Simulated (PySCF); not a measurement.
# H2S2: levels of theory compared

We compute a comparison of 6 runs (B2PLYP/STO-3G, B3LYP/STO-3G, PBE/STO-3G, UPBE0/STO-3G, UMP2/STO-3G, CCSDTQ/STO-3G) of H2S2. 

The results are computed with PySCF 2.14.0.

### Step 1. The molecule

The species is H2S2 (4 atoms), meant as a singlet with charge 0. One bond was lengthened or shortened from a relaxed shape.

Bond lengths: S1–S2 2.045 Å, S1–H3 1.340 Å, S2–H4 1.608 Å. Angles: S1–S2–H4 98.2°, S2–S1–H3 98.1°.

### Step 2. A single-point energy at B2PLYP/STO-3G (run 1)

Input file job.py:

```python
from pyscf import gto, dft, mp

mol = gto.M(
    atom='S -0.540491 -0.342741 -1.068413; S -0.535621 0.886589 0.566207; H 0.593769 0.091229 -1.634203; H 0.143010 -0.127830 1.612990',
    basis='sto-3g',
    charge=0,
    verbose=4,
    max_memory=1860,
)

myscf = dft.RKS(mol)
myscf.xc = '0.53*HF + 0.47*B88, 0.73*LYP'
myscf.conv_tol = 1e-10
myscf.grids.level = 5
myscf.kernel()
if not myscf.converged:
    myscf = myscf.newton().run(myscf.mo_coeff, myscf.mo_occ)

pt = mp.MP2(myscf, frozen=10).run()
e_tot = myscf.e_tot + 0.27 * pt.e_corr
print('PT2 part  %.8f' % (0.27 * pt.e_corr))
print('Final energy', e_tot)
```

Command:

```sh
$ OMP_NUM_THREADS=1 python job.py
```

The program printed:

```text
PySCF version 2.14.0

[... 70 lines left out ...]
converged SCF energy = -788.357038721268
[... 1 line left out ...]
******** <class 'pyscf.mp.mp2.RMP2'> ********
nocc = 7, nmo = 10
frozen orbitals 10
E(RMP2) = -788.432534598704  E_corr = -0.0754958774357466
E(SCS-RMP2) = -788.444426622989  E_corr = -0.0873879017208491
E_corr(same-spin) = -0.00370055907928481
E_corr(oppo-spin) = -0.0717953183564618
PT2 part  -0.02038389
Final energy -788.3774226081761
```

Run time: 1.2 s. Hardware: 1 thread of AMD EPYC 9R45 (Zen 5), shared host; peak memory 0.2 GiB.

### Step 3. A single-point energy at B3LYP/STO-3G (run 2)

Input file run.py:

```python
from pyscf import gto, dft

system = gto.Mole()
system.atom = 'S -0.540491 -0.342741 -1.068413; S -0.535621 0.886589 0.566207; H 0.593769 0.091229 -1.634203; H 0.143010 -0.127830 1.612990'
system.basis = 'sto-3g'
system.max_memory = 1860
system.verbose = 3
system.build()

mf = dft.RKS(system)
mf.xc = 'b3lyp'
mf.conv_tol = 1e-10
mf.grids.level = 5
mf.kernel()
if not mf.converged:
    mf = mf.newton().run(mf.mo_coeff, mf.mo_occ)

e_tot = mf.e_tot
print(f'total energy: {e_tot:.8f} hartree')
```

Command:

```sh
$ OMP_NUM_THREADS=1 python run.py
```

The program printed:

```text
converged SCF energy = -788.710127351152
total energy: -788.71012735 hartree
```

It took 1.2 s on 1 thread of AMD EPYC 9R45 (Zen 5), shared host; peak memory 0.2 GiB.

Runs 3 to 5 aren't shown in full; the table further down has their settings and results.

### Step 4. The energy at CCSDTQ/STO-3G (run 6)

Input file run.py:

```python
from pyscf import gto, cc

molecule = gto.Mole()
molecule.atom = 'S -0.540491 -0.342741 -1.068413; S -0.535621 0.886589 0.566207; H 0.593769 0.091229 -1.634203; H 0.143010 -0.127830 1.612990'
molecule.max_memory = 1860
molecule.basis = 'sto-3g'
molecule.verbose = 3
molecule.build()

mf = molecule.RHF()
mf.conv_tol = 1e-10
mf.kernel()
if not mf.converged:
    mf = mf.newton().run(mf.mo_coeff, mf.mo_occ)

mycc = cc.CCSDTQ(mf, frozen=10)
mycc.kernel()
e_tot = mycc.e_tot
print(f'total energy: {e_tot:.8f} hartree')
```

Command:

```sh
$ OMP_NUM_THREADS=1 python run.py
```

The program printed:

```text
converged SCF energy = -787.455143495034
_make_eris_incore_RCCSDTQ
RCCSDTQ converged
E(RCCSDTQ) = -787.5392845965332   E_corr = -0.08414110149906071
E_corr(same-spin) = -0.00232124323749274
E_corr(oppo-spin) = -0.081819858261568
total energy: -787.53928460 hartree
```

Wall time 1.3 s (1 thread of AMD EPYC 9R45 (Zen 5), shared host); peak memory 0.12 GiB.

### Step 5. The series

```csv
run,level,frozen core orbitals,follow instability,energy (Eh),dipole moment (D) of the reference,HOMO energy (eV),LUMO energy (eV),wall time
1,B2PLYP/STO-3G,10,–,-788.377423,0.91,-5.06,6.08,1.2 s
2,B3LYP/STO-3G,–,–,-788.710127,0.87,-3.46,4.01,1.2 s
3,PBE/STO-3G,–,–,-788.336947,0.90,-2.15,3.14,1.2 s
4,UPBE0/STO-3G,–,yes,-788.448524,0.97,-3.71,4.34,5.1 s
5,UMP2/STO-3G,10,yes,-787.511394,0.94,-7.25,9.19,0.4 s
6,CCSDTQ/STO-3G,10,–,-787.539285,0.94,-7.25,9.19,1.3 s
```

### Step 6. Results

| quantity | value |
| --- | --- |
| run 6: total energy | -787.53928 Eh |
| run 6: dipole moment (Hartree–Fock density) | 0.94 D |
| run 6: HOMO energy (Hartree–Fock orbitals) | -7.25 eV |
| run 6: LUMO energy (Hartree–Fock orbitals) | 9.19 eV |
| run 6: HOMO–LUMO gap (Hartree–Fock orbitals) | 16.43 eV |
| run 6: correlation energy (10 core orbitals frozen) | -84.1 mEh |
| run 6: T1 diagnostic | 0.008 |

**Reading.** Over runs 1, 2, 3, 4 the dipole moment (its size) runs from 0.87 D (B3LYP/STO-3G) to 0.97 D (UPBE0/STO-3G). Over runs 1, 2, 3, 4 the HOMO–LUMO gap runs from 5.29 eV (PBE/STO-3G) to 11.15 eV (B2PLYP/STO-3G). A double hybrid's value is that of its SCF part. Totals of different functionals can't be ranked against each other. In runs 1, 2, 3, 4, 5, 6 the basis is minimal, so the values are rough. All runs together took 10 s, the longest 5.1 s.
